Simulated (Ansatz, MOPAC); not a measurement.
C3HF3 (3,3,3-trifluoroprop-1-yne): the highest harmonic wavenumber at each level's own minimum, rung by rung

C3HF3, singlet, SMILES `C#CC(F)(F)F`. Each level relaxes the structure for itself.

Quantity: the highest harmonic wavenumber at each level's own minimum, in cm⁻¹. The values are calculated.

```json
{"level": "AM1", "kind": "semi-empirical", "program": "MOPAC", "value (cm⁻¹)": "3423"}
{"level": "MNDOD", "kind": "semi-empirical", "program": "MOPAC", "value (cm⁻¹)": "3659"}
{"level": "PM3", "kind": "semi-empirical", "program": "MOPAC", "value (cm⁻¹)": "3335"}
{"level": "PM6-ORG", "kind": "semi-empirical", "program": "MOPAC", "value (cm⁻¹)": "3068"}
{"level": "HF/STO-3G", "kind": "Hartree–Fock", "program": "Ansatz", "value (cm⁻¹)": "3934"}
{"level": "HF/3-21G", "kind": "Hartree–Fock", "program": "Ansatz", "value (cm⁻¹)": "3658"}
{"level": "HF/6-31G* (Cartesian functions)", "kind": "Hartree–Fock", "program": "Ansatz", "value (cm⁻¹)": "3664"}
{"level": "PBE/def2-SVP", "kind": "GGA", "program": "Ansatz", "value (cm⁻¹)": "3401"}
{"level": "PBE0-D4/def2-TZVP", "kind": "global hybrid", "program": "Ansatz", "value (cm⁻¹)": "3477"}
{"level": "B3LYP/6-31G* (Cartesian functions)", "kind": "global hybrid", "program": "Ansatz", "value (cm⁻¹)": "3492"}
```

Harmonic and unscaled. The values span 3068 to 3934 cm⁻¹. Without the sets that lack polarisation functions the rows with a basis span only 3401 to 3664 cm⁻¹.
